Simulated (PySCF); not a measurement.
**How good is the calculation?**

Atoms are numbered as in `[O:1]=[C:2]([F:3])[F:4]`.

[PySCF 2.14.0 with density-fitted response routines: shielding tensors at wB97X-D/pcSseg-2 (GIAO); PBE0-D3(BJ)/def2-TZVP geometry; J: B3LYP/pcJ-2; equivalent nuclei averaged; single conformer; non-relativistic Hamiltonian; no solvent]

Reference values: measured (gas, 300 K; M. E. Harding, PhD thesis, Mainz 2008 (Harding, Lenhart, Auer, Gauss, JCP 2008, 128, 244111)).
| atoms | quantity | reference | computed |
| --- | --- | --- | --- |
| F3/F4 | σ ¹⁹F | 221.2 | 200.9 |

Reference values: measured (solution; E. Pretsch, P. Bühlmann, M. Badertscher, Structure Determination of Organic Compounds, 4th ed., Springer 2009).
```tsv
atoms	quantity	reference	computed	computed, scaled
F3/F4	δ ¹⁹F vs CFCl3	-23.0	-15.9	-23.9
```

Reference values: CCSD(T)/13s9p4d3f (gas (isolated, no vibration); M. E. Harding, PhD thesis, Mainz 2008 (Harding, Lenhart, Auer, Gauss, JCP 2008, 128, 244111)).
```json
{"atoms": "F3/F4", "quantity": "σ ¹⁹F", "reference": "229.2", "computed": "200.9"}
```

Reference values: CCSD(T)/13s9p4d3f + vibration and temperature (MP2) (gas, 300 K; M. E. Harding, PhD thesis, Mainz 2008 (Harding, Lenhart, Auer, Gauss, JCP 2008, 128, 244111)).
```json
{"atoms": "F3/F4", "quantity": "σ ¹⁹F", "reference": "222.7", "computed": "200.9"}
```

Absolute shieldings are compared as such; zero-point and thermal motion, absent here, lowers them by some tenths of a ppm for H, a few ppm for C and up to about 10 ppm for F.

Computed shifts are σ(ref) − σ with the named reference compound (TMS for H and C) calculated as an isolated molecule at the same level. The measured values may be among those fitted. Shieldings were converted by a linear fit to measured shifts: ¹⁹F (scatter 3.1 ppm rms, 5.0 ppm with the 12 outliers that the fit left out vs CFCl3, solution or neat liquid, with a term for F on sp3 carbon). A few per cent of atoms miss by over 2 rms, more outside the fitted compound classes.

Coupling constants in Hz:
```tsv
coupling	reference	computed	source
¹J(C2,F3)	-294.4	-398.0	CC3; gas (equilibrium); Jessen and Sauer, arXiv:2312.00705; CC3 and CCSD from Faber, Sauer, Gauss 2017
¹J(C2,F3)	-308.0	-398.0	measured; Jessen and Sauer, arXiv:2312.00705; CC3 and CCSD from Faber, Sauer, Gauss 2017
```

Question: How far are the unscaled ¹⁹F shieldings from the references?

Answer: Mean signed difference -23.47 ppm, mean absolute 23.47 ppm over 3 comparisons; the largest is -28.3 ppm at F3/F4 (fluorine bonded to C).

6 of the 10 published NMR values on file for this molecule are compared. The rest: other calculations.
